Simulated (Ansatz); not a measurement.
doublet NS: levels of theory in one basis

```
atom   x (Å)   y (Å)   z (Å)
   N  0.0000  0.0000  0.0000
   S  0.0000  0.0000  1.6434
```

Basis set: def2-SVP (spherical functions). Frozen core: 6 orbitals. Correlation on ROHF uses semicanonical orbitals with singles. Charge 0, multiplicity 2.

Computed with Ansatz (development build ahead of 0.2.0); each method stands on the lowest determinant of its kind that the runs found.

```csv
method,E − E(ROHF) (eV),<S²> of the determinant
ROHF,0.00,–
UHF,-1.07,1.45
ROHF-MP2,-7.97,–
UHF-MP2,-6.99,1.45
UHF-CCSD(T),-8.81,1.45
UHF-CCSDT(Q),-8.97,1.45
```

**Question.** What does ROHF-CCSD(T) give on the same scale?

**Answer.** -8.88 eV.

Caution for ROHF, ROHF-MP2, ROHF-CCSD(T): an unrestricted determinant lies well below. Caution for UHF, UHF-MP2, UHF-CCSD(T), UHF-CCSDT(Q): the unrestricted determinant is spin contaminated. Caution for UHF-CCSD(T): another reference gives a lower total.
